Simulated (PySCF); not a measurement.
C₄H₈O, SMILES C=C(C)OC, point group Cs.

Level: PBE0/pcSseg-1 in PySCF (density fitting, grid level 2); geometry and Hessian at that level, cubic constants and property derivatives from steps of ±0.6 along each species' dimensionless normal coordinates, second-order vibrational perturbation theory. The parent has the commonest isotopes.

Equilibrium geometry (Å):

```tsv
atom	x	y	z
C1	0.3899	1.1445	-0.8917
C2	-0.3645	0.1831	-0.3502
C3	-1.8493	0.1015	-0.4682
O4	0.0966	-0.8588	0.3840
C5	1.4845	-0.9450	0.5998
H6	1.4694	1.1839	-0.7932
H7	-0.0867	1.9343	-1.4626
H8	-2.2456	0.9310	-1.0576
H9	-2.1384	-0.8438	-0.9422
H10	-2.3083	0.1192	0.5272
H11	1.6451	-1.8398	1.2047
H12	2.0303	-1.0425	-0.3489
H13	1.8593	-0.0655	1.1415
```

(1) Give the equilibrium and ground-state rotational constants (MHz) of parent; ²H at 7.

(2) How is the parent's vibrational correction B0 − Be made up?

(3) And its quartic centrifugal distortion constants from the harmonic force field?

A mode lies under 250 cm⁻¹, where this perturbation treatment is rough. Internal rotors are held in one well.

## Answers

(1) 
```csv
species,Ae,Be,Ce,A0,B0,C0,Δ0 (u Å²),harmonic ZPE (cm⁻¹)
parent,9065.9,4125.4,2940.3,8977.4,4086.7,2911.9,-6.402,24875
²H at 7,8471.4,4059.3,2842.6,8397.6,4019.9,2815.4,-6.398,24186
```

Δ0 = Ic − Ia − Ib from the ground-state constants.

(2) 
```
axis  harmonic  Coriolis  cubic  total (MHz)
   a      14.7     -29.6  -73.6        -88.5
   b      5.12     -5.76  -38.1        -38.8
   c      1.34     -1.76    -28        -28.5
```

(3) Asymmetric top, A reduction, Ir representation: ΔJ = 0.661 kHz, ΔJK = 2.1 kHz, ΔK = 3.65 kHz, δJ = 0.199 kHz, δK = 1.77 kHz.
